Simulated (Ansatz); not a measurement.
# Hydrogen fluoride (HF): ionisation energy by level of theory

One table from this session's results is given with a row withheld; the runs are named, their logs left out.

Computed with Ansatz 0.2.0, Gaussian basis. Level: unrestricted cation, the program's frozen cores in correlated methods.

The runs, in order: UKS PBE-D4/def2-TZVPP; UKS r2SCAN-D4/def2-TZVPP; UKS PBE0-D4/def2-TZVPP; UKS B3LYP-D4/def2-TZVPP; UKS wB97X-V/def2-TZVPP; UKS wB97M-V/def2-TZVPP; UKS B2PLYP/def2-TZVPP; UHF-CCSD(T)/def2-TZVPP; UHF-CCSD(T)/def2-QZVPP; extrapolation to the limit; then −ε(HOMO) from the neutral's earlier runs with LDA (SPW92), PBE-D4, revPBE-D4, BLYP-D4, r2SCAN-D4, B97M-V, PBE0-D4, B3LYP-D4, r2SCANh-D4, r2SCAN0-D4, HSE06-D4, BHLYP-D4, CAM-B3LYP-D4, LC-ωPBE, ωB97X-V, ωB97M-V.

### Structure used throughout

All runs share one geometry, relaxed beforehand with PBE0-D4 in a triple-zeta def2 set.

SMILES `F`, 2 atoms, charge 0, spin multiplicity 1.

Atoms are counted from 1 here; the program's logs count them from 0.

Bond lengths: F1–H2 0.920 Å.

Set-up of the first run:

Input file in.yaml:

```yaml
crystal:
  periodic: [false, false, false]
  atoms:
    - {symbol: F, position_ang: [-0.390046, 0.144557, -0.196350]}
    - {symbol: H, position_ang: [0.390046, -0.144557, 0.196350]}
basis:
  gaussian: {orbitals: def2-TZVPP}
total_charge: 1
magnetization: {spin_polarized: true, initial_magnetization: 1}
hamiltonian: {xc: pbe, dispersion: d4}
```

Launch:

```
$ ansatz run in.yaml --threads 2 --pin off --events-out ev --progress --plain --max-ram 32768MiB --backend cpu
```

Among the steps run: Cation, UKS PBE-D4/def2-TZVPP; Cation, UKS r2SCAN-D4/def2-TZVPP; Cation, UKS PBE0-D4/def2-TZVPP; Cation, UKS B3LYP-D4/def2-TZVPP; Cation, UKS wB97X-V/def2-TZVPP; Cation, UKS wB97M-V/def2-TZVPP; Cation, UKS B2PLYP (frozen core)/def2-TZVPP; Cation, UHF-CCSD(T)/def2-TZVPP; Cation, UHF-CCSD(T)/def2-QZVPP.

One table of the session follows, with a row left open; its other results are not shown here.

Orbital estimates, from the neutral's runs:

```
  functional  −ε(HOMO) (eV)
 LDA (SPW92)           9.57
      PBE-D4           9.38
   revPBE-D4           9.31
     BLYP-D4           9.35
   r2SCAN-D4           9.93
      B97M-V          10.07
     PBE0-D4          11.65
    B3LYP-D4          11.34
  r2SCANh-D4          10.78
  r2SCAN0-D4          12.05
    HSE06-D4          11.23
    BHLYP-D4          13.92
CAM-B3LYP-D4          13.29
     LC-ωPBE          14.59
     ωB97X-V              ?
     ωB97M-V          14.24
```

**Question.** Estimate the row for ωB97X-V.

**Answer.** −ε(HOMO) (eV): 14.28. In the column «−ε(HOMO) (eV)» it lies between ωB97M-V (14.24) and LC-ωPBE (14.59).
